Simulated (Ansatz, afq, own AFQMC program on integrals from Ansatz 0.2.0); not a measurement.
## AlH₃, singlet: AFQMC among the cluster methods

```xyz
4

Al    0.0000    0.0000    0.0000
H     1.5858    0.0151   -0.0001
H    -0.8059    1.3658   -0.0028
H    -0.7799   -1.3808    0.0029
```

Basis cc-pVDZ. Noble-gas cores (and the filled d shells of Ga–Kr and In–Xe) are frozen. Ansatz 0.2.0 and our own AFQMC program on the same integrals; the CISD trial comes from CCSD amplitudes, and released means the phaseless constraint is let go. Free projection: walkers drawn from exp(T), propagated without any constraint. Its projection time is finite, and what remains of the start isn't in its error. Error bars are statistical, one sigma.

Determinant: RHF, the one that the program's search chose, which needn't be the lowest solution. The geometry is a point of a scan.

Full CI on the same integrals is exact in this basis and with this determinant's frozen core.

```
T1 diagnostic                               : 0.0087
weight of the determinant in the CISD state : 0.938
size of the correlated space                : 6 electrons in 28 orbitals
```

```json
{"level": "MP2", "correlation energy (eV)": "-2.0905"}
{"level": "CCSD", "correlation energy (eV)": "-2.7511"}
{"level": "CCSD(T)", "correlation energy (eV)": "-2.7811"}
```

Question: Estimate where free-projection AFQMC lies against CCSD(T) on the same integrals.

Answer: 0.43 ± 0.02 mEh below CCSD(T).

Reference: full CI, correlation energy -2.792 eV. The released energy is read at 2.40 1/Eh (meV from the phaseless value at times in 1/Eh: 0.0 ± 0.7 at 0.24, 0.3 ± 0.6 at 0.51, -0.3 ± 0.4 at 0.99, -0.8 ± 0.4 at 1.62, -0.4 ± 0.3 at 2.40).

```tsv
level	E − E(reference) (mEh)	share of correlation (%)
CCSD(T)	0.41	99.60
CCSDT	0.03	99.97
CCSDT(Q)	0.01	99.99
CCSDTQ	0.00	100.00
ph-AFQMC/HF	-2.55 ± 0.75	102.48
ph-AFQMC/CISD	0.01 ± 0.03	99.99
released AFQMC	0.00 ± 0.01	100.00
free AFQMC	-0.01 ± 0.02	100.01
```

CCSDT and higher add their correlation energy to the determinant of the CCSD(T) run, since their own runs factorise the integrals more tightly (a shift of under 2 meV). Free projections are given only where their last times agree within the noise and don't stop above the reference; a slow remainder of the start can still hide under it. A walk keeps the symmetry of its determinant, which the program's search chose and which needn't be the lowest solution, so a lower state of the same spin and another symmetry isn't excluded. Released energies are given only where the last usable release times agree within the noise; a slower fall can still hide under it.
